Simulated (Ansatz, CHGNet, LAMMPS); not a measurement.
## Wurtzite ZnO, elastic constant C11

Reference value: 207 GPa (measured, temperature not stated, no zero-point or thermal correction; as tabulated in Oses et al. (2018), arXiv:1811.08464).

Problem. Put these levels in order of the elastic constant C11 that they give for wurtzite ZnO, smallest first: CHGNet 0.3.0, ionic model lewis1985b (shell model, LAMMPS), r²SCAN (Ansatz, a program for electronic structure).

Solution. CHGNet 0.3.0 (172 GPa), r²SCAN (210 GPa), ionic model lewis1985b (237 GPa)

Unless a cell is named, each level is at its own relaxed cell (ionic model lewis1985b 11.47, CHGNet 0.3.0 12.40, r²SCAN 11.81 Å³/atom).

Differences against the reference: ionic model lewis1985b +14.5 %, CHGNet 0.3.0 -16.9 %, r²SCAN +1.4 %.

The reference isn't brought to a static lattice, while the calculations are for one, so the differences are not the levels' errors alone. A static lattice is as a rule stiffer than a warm one, by over a tenth in soft solids.  Each level is taken at its own relaxed cell. Ansatz's density-functional and Hartree–Fock values are scalar-relativistic unless marked +SOC, with PAW data made under PBE.

Empirical potentials (ionic model lewis1985b) are fitted to chosen data: where that held the value shown, agreement is built in, and what lay outside the fit can be far off. Machine-learned potentials (CHGNet 0.3.0) are trained on DFT data: a solid inside that data is no test of them.

Differences are worked out from the printed values.
